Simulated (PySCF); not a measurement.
C3HO2S (charge -1).
Atom-mapped SMILES: `[O:1]=[C:2]([O-:3])[CH:4]=[C:5]=[S:6]` (hydrogens: H7 on C4)

Geometry (PBE0-D3(BJ)/def2-SVP, Å), atoms numbered from 1 in this order:
```
atom  x, y, z in Å
O1    -1.8772   -0.0058    0.6458
C2    -0.9515   -0.7250    0.2697
O3    -0.8010   -1.9338    0.1422
C4     0.3430    0.1974   -0.1476
C5     1.5555   -0.2560   -0.1913
S6     2.9991   -0.9145   -0.2209
H7     0.0970    1.2492   -0.3021
```

The closed-shell ground state was solved at several levels (PySCF, density fitting, gas phase, non-relativistic). No diffuse functions stand in pcSseg-1 and pcSseg-2, which bears on an anion's orbital energies.

```tsv
level	basis functions	total energy (Eh)	HOMO (eV)	LUMO (eV)	gap (eV)
PBE0/pcSseg-1	114	-663.1122	-2.05	2.24	4.29
PBE0/def2-SVPD	141	-662.8588	-2.33	1.93	4.26
```

Question: Estimate the row for KT3/pcSseg-2, a basis of 237 functions; the other rows only guide the guess.

Answer: Total energy -670.4069 Eh, HOMO -0.97 eV, LUMO 1.41 eV, gap 2.38 eV.

Question: Over all these levels, which gives the widest orbital gap and which the narrowest?

Answer: PBE0/pcSseg-1 (global hybrid, 25 % exact exchange) has the widest, 4.29 eV, and KT3/pcSseg-2 (GGA) the narrowest, 2.38 eV. Functional and basis both differ between the two, so the spread mixes both effects.
